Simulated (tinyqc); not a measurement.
Ways to converge the cycle: SCF convergence aids in the sto-6g basis, for HF, spin multiplicity 1. Computed by the program tinyqc with PySCF. 

Geometry (angstrom):
```
atom,x,y,z
F,0.0000,0.0000,0.0000
H,0.0000,0.0000,0.9970
```

lowest restricted solution found by these runs and by PySCF = -99.499580 hartree

RHF with one setting changed at a time; a run stops when the energy changes by less than 1e-09 hartree and the error matrix is below 1e-5. The start is the core Hamiltonian. Damping d keeps d of the old density; a shift (hartree) raises the virtual levels; DIIS n extrapolates F over n matrices.

Largest element of the error matrix X^T (FDS - SDF) X:
```
iteration,plain,damping 0.3,damping 0.6,shift 0.4,DIIS 3,DIIS 8
1,6.8e-01,6.8e-01,6.8e-01,6.8e-01,6.8e-01,6.8e-01
2,1.3e-01,3.5e-01,5.2e-01,4.7e-01,1.3e-01,1.3e-01
3,1.5e-02,1.4e-01,3.6e-01,1.7e-01,9.3e-03,9.3e-03
4,2.8e-03,4.9e-02,2.4e-01,5.3e-02,1.3e-03,1.3e-03
5,5.9e-04,1.8e-02,1.6e-01,1.6e-02,8.8e-06,4.5e-06
6,1.3e-04,6.9e-03,1.0e-01,5.2e-03,4.4e-08,7.0e-08
8,6.5e-06,1.2e-03,4.2e-02,5.5e-04,-,-
10,-,2.3e-04,1.7e-02,6.3e-05,-,-
14,-,8.7e-06,2.8e-03,-,-,-
20,-,-,2.5e-04,-,-,-
30,-,-,5.1e-06,-,-,-
```

How each run ends:
```
run,iterations,E (hartree),state
plain,8,-99.49958,lowest found
damping 0.3,19,-99.49958,lowest found
damping 0.6,41,-99.49958,lowest found
shift 0.4,12,-99.49958,lowest found
DIIS 3,6,-99.49958,lowest found
DIIS 8,6,-99.49958,lowest found
```

6 of 6 runs reach the lowest restricted solution found, in 6 to 41 iterations (fastest: DIIS 3, DIIS 8). Plain steps already contract here, so damping only slows them. DIIS 3 and DIIS 8 gain by cancelling the error over several earlier matrices, much as a quasi-Newton step does.
